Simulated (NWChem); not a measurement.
Species: CH3 cation

```xyz
4

C      0.0000     0.0000     0.0000
H      0.7807     0.7807     0.0000
H      0.2858    -1.0664     0.0000
H     -1.0664     0.2858     0.0000
```
Atoms are numbered in this order, from 1.

The geometry was optimised at PBE0/def2-SVP.

Task: List the 6 lowest vertical singlet excitations and the 6 lowest triplet ones from B3LYP/6-31+G* (spherical d), full TDDFT (NWChem).

Result: 
```
state  energy (eV)  oscillator strength  leading excitation (squared amplitude)
-----  -----------  -------------------  --------------------------------------
S1            5.96                0.000                      HOMO → LUMO (1.00)
S2            5.96                0.000                    HOMO−1 → LUMO (1.00)
S3           14.51                0.186                    HOMO → LUMO+1 (0.99)
S4           14.52                0.186                  HOMO−1 → LUMO+1 (0.99)
S5           15.12                0.330                    HOMO−2 → LUMO (1.00)
S6           15.93                0.000                  HOMO−1 → LUMO+2 (0.47)
T1            4.77       spin-forbidden                      HOMO → LUMO (1.00)
T2            4.77       spin-forbidden                    HOMO−1 → LUMO (1.00)
T3           11.09       spin-forbidden                    HOMO−2 → LUMO (1.00)
T4           13.34       spin-forbidden                    HOMO → LUMO+1 (0.85)
T5           13.34       spin-forbidden                  HOMO−1 → LUMO+1 (0.85)
T6           14.17       spin-forbidden                    HOMO → LUMO+2 (0.36)
```
